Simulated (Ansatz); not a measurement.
The input, for Ansatz 0.2.0:

```yaml
crystal:
  periodic: [false, false, false]
  atoms:
    - {symbol: F, position_ang: [0.000000, -0.606197, 1.621189]}
    - {symbol: Si, position_ang: [0.000000, 0.594494, 0.550881]}
    - {symbol: Si, position_ang: [0.000000, -0.184433, -1.647532]}
basis:
  gaussian: {orbitals: cc-pVDZ}
magnetization: {spin_polarized: true, initial_magnetization: 5}
correlation: {method: ccsd_t, electrons: outside_noble_gas, diis_vectors: 2}
scf: {omitted_lower_state_checks: [cluster_reference]}
output: {forces: true}
```

```sh
$ ansatz run in.yaml --threads 1 --pin off --events-out ev --progress --plain --max-ram 2393MiB
```

Log:

```
these checks for a lower state are left out or cut short: cluster_reference
499 factors; integrals over basis functions are off by at most 8.0e-4 eV
mean field evaluation 1: about -18424.1896 eV, gradient 1.2e1 eV
mean field evaluation 2: about -18424.2699 eV, gradient 1.2e1 eV
mean field evaluation 4: about -18426.3518 eV, gradient 4.0e0 eV
mean field evaluation 8: about -18426.6510 eV, gradient 8.8e-1 eV
mean field evaluation 16: about -18426.6755 eV, gradient 2.7e-6 eV
mean field -18426.67547903 eV, -677.1678338053 hartree, gradient 3.7e-6 eV, S^2 8.755961; 0 other end points of the search recorded, 0 dependent functions left out
11 core orbitals not correlated: weight in the atoms' cores, before any rotation towards them, 1.000 or more for the frozen orbitals, at most 0.000 for the correlated occupied ones
reference -18426.67547903 eV, -677.1678338053 hartree; 10, 5 occupied and 29, 34 virtual orbitals, 499 factors
second order -7.58313749 eV of doubles, -0.00000000 eV of singles
cycle   1  -7.84438024 eV  change   -2.6e-1 eV  update   8.7e-2
cycle   2  -8.09542557 eV  change   -2.5e-1 eV  update   3.4e-2
cycle   3  -8.18644192 eV  change   -9.1e-2 eV  update   2.3e-2
cycle   4  -8.19630574 eV  change   -9.9e-3 eV  update   9.3e-3
cycle   5  -8.19672422 eV  change   -4.2e-4 eV  update   4.9e-3
cycle   6  -8.19529483 eV  change    1.4e-3 eV  update   2.3e-3
cycle   7  -8.19436400 eV  change    9.3e-4 eV  update   1.4e-3
cycle   8  -8.19408261 eV  change    2.8e-4 eV  update   7.6e-4
cycle   9  -8.19357138 eV  change    5.1e-4 eV  update   4.4e-4
cycle  10  -8.19344470 eV  change    1.3e-4 eV  update   2.5e-4
cycle  11  -8.19328851 eV  change    1.6e-4 eV  update   1.5e-4
cycle  12  -8.19319236 eV  change    9.6e-5 eV  update   1.0e-4
cycle  13  -8.19312193 eV  change    7.0e-5 eV  update   6.6e-5
cycle  14  -8.19309459 eV  change    2.7e-5 eV  update   4.4e-5
cycle  15  -8.19307296 eV  change    2.2e-5 eV  update   2.8e-5
cycle  16  -8.19307032 eV  change    2.6e-6 eV  update   1.8e-5
cycle  17  -8.19307191 eV  change   -1.6e-6 eV  update   1.1e-5
cycle  18  -8.19307609 eV  change   -4.2e-6 eV  update   6.9e-6
cycle  19  -8.19307831 eV  change   -2.2e-6 eV  update   4.0e-6
cycle  20  -8.19308084 eV  change   -2.5e-6 eV  update   2.8e-6
cycle  21  -8.19308244 eV  change   -1.6e-6 eV  update   1.9e-6
cycle  22  -8.19308338 eV  change   -9.4e-7 eV  update   1.2e-6
perturbative correction -0.19372215 eV, -0.0071191575 hartree
the calculation of the forces begins
Total energy: -18435.06228456 eV, -677.4760432236 hartree
Atom 0 at     0.000000    -0.606197     1.621189 Å, force    -0.000000    -1.522918     1.493392 eV/Å
Atom 1 at     0.000000     0.594494     0.550881 Å, force    -0.000000     1.612640    -1.030754 eV/Å
Atom 2 at     0.000000    -0.184433    -1.647532 Å, force     0.000000    -0.089722    -0.462637 eV/Å
Dipole moment:     0.000000     0.226645    -0.159863 e Å
Checks for a lower state left out: cluster_reference
```

Forces (eV/Å):
```
F    0.000 -1.523  1.493
Si   0.000  1.613 -1.031
Si   0.000 -0.090 -0.463
```

Ran on 1 thread of AMD EPYC, shared host: 9.5 s wall, 0.17 GiB peak host memory.
